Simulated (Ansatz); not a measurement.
System: rutile TiO2. Method: r²SCAN-D4 (PAW; Ansatz, a quantum-chemistry and plane-wave program).

Run with plane-wave cutoff 500 eV, 10×10×14 k mesh (along the axes of the cell as run), gaussian smearing 0.02 eV, no spin polarisation, scalar-relativistic PAW data made under PBE.

Computed at the level's own relaxed cell.

### Question
What does this level give for the equilibrium volume per atom, lattice constant a, lattice parameter c and band gap?

### Answer

equilibrium volume per atom: 10.33 Å³/atom
lattice constant a: 4.584 Å
lattice parameter c: 2.950 Å
band gap: 2.23 eV (on the SCF k mesh)

Measured, for comparison: lattice constant a 4.587 Å, lattice parameter c 2.954 Å (15 K, zero-point motion not removed; as tabulated in Burdett, Hughbanks, Miller, Richardson, Smith, powder neutron diffraction …). Computed (rounded) less measured: lattice constant a -0.1 %, lattice parameter c -0.1 %.

It cost about 3 core-minutes (a rough figure) of CPU time.
